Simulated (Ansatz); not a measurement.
Computed with Ansatz on PBE0-D4/def2-TZVP structures; ΔE is electronic, products minus reactants. CCSD(T)/CBS adds triple-zeta CCSD(T) − MP2 to the extrapolated MP2 energy (def2 sets, frozen cores). DFT in def2-TZVPP. One conformer a species, not always the lowest.

`C=COC(C)F` → `C/C=C(\F)OC`  (isomerisation)

| level | ΔE (kcal/mol) | difference from CCSD(T)/CBS |
| --- | --- | --- |
| PBE-D4 | 4.9 | -2.5 |
| r2SCAN-D4 | 5.9 | -1.5 |
| PBE0-D4 | 5.2 | -2.2 |
| PBE | 4.6 | -2.8 |
| SCS-MP2/def2-TZVPP | 6.7 | -0.7 |
| CCSD(T)/def2-TZVPP | 7.0 | -0.4 |
| MP2/def2-QZVPP | 7.1 | -0.3 |
| SCS-MP2/def2-QZVPP | 6.9 | -0.5 |
| MP2/CBS(def2) | 7.2 | -0.2 |
| CCSD/CBS(def2) | 7.3 | -0.1 |
| CCSD(T)/CBS | 7.4 | 0 |

Largest T1 diagnostic among the species: 0.012.
